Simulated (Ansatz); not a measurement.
Consider the atomization: `C1=NCCO1` → 3 C• + 5 H• + N• + O•.

Calculated with Ansatz (gas phase, PBE0-D4/def2-TZVP geometries, no zero-point term in ΔE). CCSD(T)/CBS adds triple-zeta CCSD(T) − MP2 to the extrapolated MP2 energy (def2 sets, frozen cores). This one scheme is used for every species, atoms too. DFT in def2-TZVPP. No spin–orbit coupling; open shells (•) take unrestricted orbitals. Spin–orbit coupling would lower the free atoms: a little for C, O.

`C1=NCCO1`:

Z-matrix (Å, degrees):
```
C
N 1 1.463
C 1 1.539 2 104.8
H 1 1.093 2 109.7 3 121.2
H 1 1.093 2 109.6 3 -121.1
C 2 1.260 1 105.9 3 0.7
O 3 1.441 1 103.9 2 -0.9
H 3 1.091 1 113.6 2 116.2
H 3 1.091 1 113.7 2 -118.2
H 6 1.084 2 125.4 1 179.8
```

| level | ΔE (kJ/mol) |
| --- | --- |
| r2SCANh-D4 | 4175.5 |
| CAM-B3LYP | 4211.9 |

What does CCSD(T)/CBS give? (An estimate is asked.)

The calculation gave: +4192.0 kJ/mol. The listed levels differ from it by -16.5, 19.9 kJ/mol.

Largest T1 diagnostic among the species: 0.014.

At CCSD(T), def2-SVP lies −204.9 kJ/mol from the extrapolated value and def2-TZVPP −114.7 kJ/mol: correlation converges slowly with the basis, and small sets miss more of it in the bonded molecule than in its fragments. In def2-TZVPP, CCSD(T) changes the Hartree–Fock value by +1171.0 kJ/mol (the triples alone add +82.0 kJ/mol) and MP2 by +1271.6 kJ/mol; breaking electron pairs costs correlation energy, which Hartree–Fock lacks.

For atomizations the MP2-based limit and the directly extrapolated one differ by several kJ/mol either way, and by 10 to 25 for some Ge, Se and Sn compounds, so smaller differences from it don't rank the levels.
